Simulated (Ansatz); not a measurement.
C₂H₃NS (`NC1=CS1`). Total charge 0; spin multiplicity 1. Geometry: relaxed with PBE0-D4/def2-TZVP. It is one conformer, not always the lowest.

```xyz
7

N    -0.730   -0.906   -0.438
C     0.049    0.129   -0.085
C     0.540    0.939    0.781
S     0.998    1.358   -0.978
H    -0.538   -1.326   -1.331
H    -0.999   -1.547    0.291
H     0.679    1.353    1.759
```

Question: What is the dipole moment at B3LYP/def2-TZVPP? (Estimate.)

Answer: The calculation gave: 3.40 D, with components (-1.31, -2.91, 1.16) D in this frame, pointing from negative to positive charge.

Question: And with PBE, r2SCAN, ωB97M-V? (Best estimate.)

Answer: Computed: PBE 3.44 D, r2SCAN 3.57 D, ωB97M-V 3.36 D.

Question: Give the Mulliken charges with B3LYP, PBE, ωB97M-V in def2-TZVPP. (An estimate is asked.)

Answer: Computed: 
| atom | B3LYP | PBE | ωB97M-V |
| --- | --- | --- | --- |
| N1 | -0.27 | -0.25 | -0.25 |
| C2 | 0.15 | 0.15 | 0.15 |
| C3 | -0.22 | -0.22 | -0.22 |
| S4 | -0.20 | -0.22 | -0.16 |
| H5 | 0.18 | 0.19 | 0.15 |
| H6 | 0.17 | 0.18 | 0.14 |
| H7 | 0.20 | 0.17 | 0.19 |

B3LYP here is the variant with VWN-RPA as its local correlation; programs differ in this.
